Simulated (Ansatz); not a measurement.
Sb2O3 (Pccn, No. 56)

The numbers are results of LDA (Ansatz, an electronic-structure program, plane waves, PAW), not measurements.

Settings: plane-wave cutoff 520 eV, 8×4×6 k mesh (along the axes of the cell as run), perturbation theory, scalar-relativistic PAW data made under PBE.

Cell: relaxed at this level.

| Item | Value |
|---|---|
| electronic dielectric constant ε∞ (mean over three axes) | 5.82 |
| static dielectric constant (mean over three axes) | 64.7 |

Note: the relaxation could not lower the start's symmetry, so the cell can be a saddle point above a distorted one; the volume lies 6 % below that of the published cell.

Spin–orbit coupling is not included.

Cost on a shared machine: roughly 5 core-hours.
